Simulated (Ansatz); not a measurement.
# CH₆B (doublet): from Hartree-Fock to the top rungs at distance C1–H5 along a hydrogen transfer = 1.371 Å, cc-pVDZ

Aim: climb from Hartree-Fock through coupled cluster and multireference methods for CH₆B (doublet) at one geometry and basis, and see what each rung misses.

Program: Ansatz 0.2.0, Gaussian basis. Level of theory: cc-pVDZ, core rule «outside noble gas», up to 2 orbitals frozen. These are calculated values, not measurements.

To be run: UHF; CCSD(T) on ROHF; CCSD(T) on UHF; BCCD(T) on ROHF; CISD; CCSDT(Q) on ROHF; CCSDT(Q) on UHF; CASSCF and MRCISD+Q, 3 electrons in 3 orbitals; CASSCF and NEVPT2, 3 electrons in 3 orbitals; CASSCF and MRCISD+Q, 9 electrons in 9 orbitals; CASSCF and NEVPT2, 9 electrons in 9 orbitals.

## Step 1: What is computed

The geometry derives from fragments relaxed apart (PBE0/def2-TZVP) and kept rigid, so it is no stationary point. A hydrogen atom is moved between rigid fragments.

8 atoms, charge 0, spin multiplicity 2.

Atoms are counted from 1 here; the program's logs count them from 0.

Bond lengths: C1–H2 1.090 Å, C1–H3 1.090 Å, C1–H4 1.090 Å, B6–H7 1.191 Å, B6–H8 1.191 Å. Angles: H2–C1–H3 109.5°, H2–C1–H4 109.5°, H3–C1–H4 109.5°, H7–B6–H8 129.4°.

## Step 2: UHF

in.yaml reads:

```yaml
crystal:
  periodic: [false, false, false]
  atoms:
    - {symbol: C, position_ang: [-1.341418, 0.000000, 0.000000]}
    - {symbol: H, position_ang: [-1.704624, 1.027300, 0.000000]}
    - {symbol: H, position_ang: [-1.704624, -0.513651, 0.889668]}
    - {symbol: H, position_ang: [-1.704624, -0.513650, -0.889669]}
    - {symbol: H, position_ang: [0.029582, 0.000000, 0.000000]}
    - {symbol: B, position_ang: [1.575582, 0.000000, 0.000000]}
    - {symbol: H, position_ang: [2.084655, 0.000000, 1.077009]}
    - {symbol: H, position_ang: [2.084655, 0.000000, -1.077008]}
basis:
  gaussian: {orbitals: cc-pVDZ}
magnetization: {spin_polarized: true, initial_magnetization: 1}
hamiltonian: {xc: hf}
output: {orbitals: {seedname: orbitals}}
```

The run is started by

```
ansatz run in.yaml --threads 1 --pin off --events-out ev --progress --plain --max-ram 2816MiB --backend cpu
```

Further steps of the session: CCSD(T) on ROHF; CCSD(T) on UHF; BCCD(T) on ROHF; CISD; CCSDT(Q) on ROHF; CCSDT(Q) on UHF; CASSCF and MRCISD+Q, 3 electrons in 3 orbitals; CASSCF and NEVPT2, 3 electrons in 3 orbitals; CASSCF and MRCISD+Q, 9 electrons in 9 orbitals; CASSCF and NEVPT2, 9 electrons in 9 orbitals.

Q: Predict the results of all the runs planned. Wanted: UCCSDT(Q) below the RHF energy; RMP2 from UCCSDT(Q); UMP2 from UCCSDT(Q); RCCSD from UCCSDT(Q); RCCSD(T) from UCCSDT(Q); UCCSD(T) from UCCSDT(Q); RCCSDT(Q) from UCCSDT(Q); NEVPT2 pair from UCCSDT(Q); MRCISD+Q pair from UCCSDT(Q).

The runs gave:

| quantity | value |
| --- | --- |
| UCCSDT(Q) below the RHF energy | -8.1803 eV |
| RMP2 from UCCSDT(Q) | +131.9 kJ/mol |
| UMP2 from UCCSDT(Q) | +139.8 kJ/mol |
| RCCSD from UCCSDT(Q) | +20.7 kJ/mol |
| RCCSD(T) from UCCSDT(Q) | +3.2 kJ/mol |
| UCCSD(T) from UCCSDT(Q) | +3.4 kJ/mol |
| RCCSDT(Q) from UCCSDT(Q) | 0.0 kJ/mol |
| NEVPT2 pair from UCCSDT(Q) | +133.0 kJ/mol |
| MRCISD+Q pair from UCCSDT(Q) | +8.0 kJ/mol |
| NEVPT2 frontier from UCCSDT(Q) | +131.3 kJ/mol |
| levels within 1 kcal/mol (43 meV) | RCCSD(T), UCCSD(T), BCCD(T), RCCSDT, UCCSDT, RCCSDT(Q), MRCISD+Q frontier |
| T1 diagnostic | 0.016 |

What this shows: RCCSD(T) lands +3.2 kJ/mol from the yardstick (0.4 % of the correlation energy). Of the multireference levels listed MRCISD+Q frontier comes nearest in total energy (+2.3 kJ/mol), which doesn't show that its space is the better one. These misses are within one basis, not against nature; the frozen cores of restricted and unrestricted runs differ, which can shift their rows.
